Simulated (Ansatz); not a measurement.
GeCO, triplet in cc-pVDZ: errors against UCCSDT(Q)

Geometry: displaced at random from a stationary point.

```xyz
3

Ge    0.0844    0.0052    1.6599
C    -0.0805    0.0136   -0.2515
O    -0.0039   -0.0188   -1.4084
```

Basis cc-pVDZ; Ansatz 0.2.0. Only valence electrons are correlated (noble-gas cores and the filled d shells of p-block atoms frozen), which leaves 14 electrons in 39 orbitals. Prefix R: restricted or restricted open-shell reference; prefix U: unrestricted. No spin–orbit coupling is included, and no scalar relativity.

Full CI isn't at hand for all of this; UCCSDT(Q) serves as the reference, and is uncertain by the last step of the cluster series or more. The frozen core follows each run's orbitals, which can shift R against U totals by a few meV for light atoms and by up to 0.1 eV past Ca.

- UHF ⟨S²⟩: 2.046
- T1 diagnostic (RCCSD): 0.0261
- largest doubles amplitude (RCCSD): 0.072
- T1 diagnostic (UCCSD): 0.0242

| level | E − E(UCCSDT(Q)) (kJ/mol) | wall time |
| --- | --- | --- |
| UHF | 1018.6 | – |
| UMP2 | 91.8 | – |
| UCCSD | 48.8 | – |
| UCCSD(T) | 7.7 | 7.5 s |
| UCCSDT | 4.5 | – |

Run but not shown, since their state, orbitals or frozen core can't be matched to the reference's or they repeat it: RHF, RMP2, RCCSD, RCCSD(T), BCCD(T), RCCSDT, RCCSDT(Q).

Times hold each run's SCF and search for its determinant on a shared host, so for small cases they say little of a method's own cost; they ran on 1 thread of Arm Neoverse V2. Some runs computed forces too.
